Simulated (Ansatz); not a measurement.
**H$_{3}$O⁺, singlet: the ladder up to RCCSDTQ**

Geometry: a PBE0/def2-TZVP stationary point for this spin, not checked as a minimum.

```tsv
atom	x (Å)	y (Å)	z (Å)
O	0.0002	-0.0001	-0.0419
H	0.9410	0.0142	0.2253
H	-0.4835	0.8094	0.2180
H	-0.4600	-0.8219	0.2221
```

Basis cc-pVDZ; Ansatz 0.2.0. Correlated methods freeze the noble-gas cores, which leaves 8 electrons in 28 orbitals. R marks a restricted (for open shells ROHF) determinant. Active spaces: valence = (8e, 7o) chosen from the atoms' valence shells.

Full CI isn't at hand for all of this; RCCSDTQ serves as the reference, and is uncertain by the last step of the cluster series or more.

The UHF ⟨S²⟩ is 0.000. The T1 diagnostic (RCCSD) is 0.0060 and the largest doubles amplitude (RCCSD) is 0.046.

From what is known of these methods and the diagnostics, rank them by the size of their error in total energy against RCCSDTQ in cc-pVDZ, smallest first (an estimate: the text doesn't fix the numbers).
A. NEVPT2 (valence space)
B. MRCISD+Q (valence space)
C. RHF
D. CISD
E. RCCSD

B (0.3 kJ/mol), E (9.8 kJ/mol), D (30.9 kJ/mol), A (61.9 kJ/mol), C (572.2 kJ/mol).

All errors are against RCCSDTQ in cc-pVDZ. Below it: MRCISD+Q (valence space). Within each family the higher level lies nearer, as is usual though not guaranteed.

Natural occupations of CASSCF (valence space) about the gap: 1.999 1.982 1.980 1.980 0.020 0.020 0.020; effectively unpaired electrons, Σ n²(2−n)², 0.01.
